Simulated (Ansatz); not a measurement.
Working through a rigid torsion scan of C4H7N, SMILES CC1CC1=N

Computed with Ansatz's Python interface.

Interactive session:
```pycon
>>> import ansatz as az
>>> from ase import Atoms
>>> atoms = Atoms(["C", "C", "C", "C", "N", "H", "H", "H", "H", "H", "H", "H"], positions=[
...     (-1.2504, 0.4666, -0.5473),
...     (-0.1449, -0.4024, -0.3728),
...     (0.3189, -0.786, 1.1346),
...     (1.1366, -0.0079, 0.221),
...     (2.1366, 0.6128, 0.0334),
...     (-1.257, 0.993, -1.55),
...     (-2.2092, -0.0462, -0.4807),
...     (-1.2787, 1.3257, 0.1847),
...     (-0.1113, -1.1729, -1.0688),
...     (0.6852, -1.7987, 1.3492),
...     (-0.1174, -0.2759, 2.0026),
...     (2.1685, 1.0368, -0.8719),
... ])
>>> first = (
...     az.Crystal.molecule_from_ase(atoms).calculation()
...     .basis(gaussian="6-31G*")
...     .functional("r2SCAN", dispersion="d4")
...     .relax(force_tolerance=0.02, max_steps=80)
... )
>>> atoms.positions = first.run().report["positions_ang"]
>>> start = atoms.get_dihedral(2, 1, 0, 5)
>>> energies = {}
>>> for turn in range(0, 121, 20):
...     turned = atoms.copy()
...     turned.set_dihedral(2, 1, 0, 5, start + turn, indices=[0, 5, 6, 7])
...     model = az.Crystal.molecule_from_ase(turned).calculation()
...     model = model.basis(gaussian="6-31G*")
...     model = model.functional("r2SCAN", dispersion="d4")
...     energies[round((start + turn) % 360)] = model.run().report["free_energy_ev"]
...
>>> floor = min(energies.values())
>>> print("dihedral C2-C1-C0-H5 (deg)   E - E(min) (kJ/mol)")
dihedral C2-C1-C0-H5 (deg)   E - E(min) (kJ/mol)
>>> for angle, e in sorted(energies.items()):
...     print(f"{angle:8d} {96.485332 * (e - floor):14.3f}  " + "#" * int(30 * (e - floor) / max(max(energies.values()) - floor, 1e-9)))
...
     157          0.000
     177          2.659  #######
     197          8.149  ######################
     217         10.990  ##############################
     237          8.326  ######################
     257          2.854  #######
     277          0.041
```

The scan is rigid and the energies are electronic, in a modest basis. With rigid groups the curve can differ much from the relaxed path, the start wasn't checked as a minimum of this torsion, and equivalent turns needn't return to the same energy. Timing: 81 s on 1 thread of Arm Neoverse V2 (shared host), peak memory 0.27 GiB.
